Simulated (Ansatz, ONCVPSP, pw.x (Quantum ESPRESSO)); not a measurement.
**pw.x on bcc V: one setting changed**

Potential: optimised norm-conserving Vanderbilt (ONCV), ONCVPSP 4.0.1.1 (patched build), PBEsol; core [Ne], reference 3s2 3p6 3d3 4s1; waves: 3s+4s: rc 1.85 bohr, ncon 4, nbas 8, qcut 5.6 1/bohr, 3 projectors, debl 0.8 Ha; 3p: rc 1.10 bohr, ncon 3, nbas 6, qcut 6.3 1/bohr, 1 projector; 3d: rc 2.25 bohr, ncon 5, nbas 9, qcut 8.5 1/bohr, 1 projector; local part: polynomial inside 1.10 bohr (lpopt 5, dvloc0 -0.5 Ha); core correction: Teter function, fcfact 4.5, rcfact 1.35.

The reference run (k-mesh 16³, cutoffs 105/420 Ry, Fermi–Dirac 0.01 Ry, mixing_beta 0.4, conv_thr 1e-9, no spin) gives 3.09 GPa at 12.922 Å³/atom, where all-electron LAPW gives 1.03 GPa. This run, with its own iteration cap, changes smearing to gauss.

```
&control
  calculation='scf', prefix='x', pseudo_dir='./', outdir='./tmp', tstress=.true., disk_io='none'
/
&system
  ibrav=0, nat=1, ntyp=1, ecutwfc=105, ecutrho=420, nbnd=14,
  occupations='smearing', smearing='gauss', degauss=0.01
/
&electrons
  conv_thr=1e-09, mixing_beta=0.4, electron_maxstep=50
/
ATOMIC_SPECIES
V 1.0 V.UPF
CELL_PARAMETERS angstrom
  -1.47827959 1.47827959 1.47827959
  1.47827959 -1.47827959 1.47827959
  1.47827959 1.47827959 -1.47827959
ATOMIC_POSITIONS crystal
V 0.0000 0.0000 0.0000
K_POINTS automatic
16 16 16 0 0 0
```

```bash
pw.x < V.scf.in > V.scf.out
```

Task: How does the run end?

Result: It converges in 10 iterations; the free energy moves by +43.8 meV/atom and the pressure by -0.44 GPa. Gaussian smearing of the same width is narrower in effect than Fermi–Dirac, so its quadratic term in F is smaller.

```
Message from routine setup:
     using ibrav=0 with symmetry is DISCOURAGED, use correct ibrav instead
     lattice parameter (alat)  =       4.8386  a.u.
     unit-cell volume          =      87.2020 (a.u.)^3
     number of electrons       =        13.00
     number of Kohn-Sham states=           14
     kinetic-energy cutoff     =     105.0000  Ry
     charge density cutoff     =     420.0000  Ry
     scf convergence threshold =      1.0E-09
     Exchange-correlation= PBESOL
     number of k points=   145  Gaussian smearing, width (Ry)=  0.0100
     iteration #  1     ecut=   105.00 Ry     beta= 0.40
     total energy              =    -146.70400255 Ry
     estimated scf accuracy    <       1.75190962 Ry
     iteration #  2     ecut=   105.00 Ry     beta= 0.40
     total energy              =    -146.92125988 Ry
     estimated scf accuracy    <       0.04219411 Ry
     iteration #  3     ecut=   105.00 Ry     beta= 0.40
     total energy              =    -146.93351286 Ry
     estimated scf accuracy    <       0.00168285 Ry
     [... 4 iterations left out ...]
     iteration #  8     ecut=   105.00 Ry     beta= 0.40
     total energy              =    -146.93391058 Ry
     estimated scf accuracy    <       0.00000003 Ry
     iteration #  9     ecut=   105.00 Ry     beta= 0.40
     total energy              =    -146.93391057 Ry
     estimated scf accuracy    <       0.00000001 Ry
     iteration # 10     ecut=   105.00 Ry     beta= 0.40
     the Fermi energy is    17.4485 ev
!    total energy              =    -146.93391058 Ry
     estimated scf accuracy    <          5.4E-10 Ry
     smearing contrib. (-TS)   =      -0.00129271 Ry
     The total energy is F=E-TS. E is the sum of the following terms:
     one-electron contribution =     -42.03405805 Ry
     hartree contribution      =      27.72794202 Ry
     xc contribution           =     -22.54580332 Ry
     ewald contribution        =    -110.08069851 Ry
     convergence has been achieved in  10 iterations
          total   stress  (Ry/bohr**3)                   (kbar)     P=       26.48
     Message from routine punch:
     Nothing written, as per user request (disk_io='none')
```

The run took about 24 s on one core of a shared host (Neoverse-V2, 96 threads, 742 GiB, load 21).
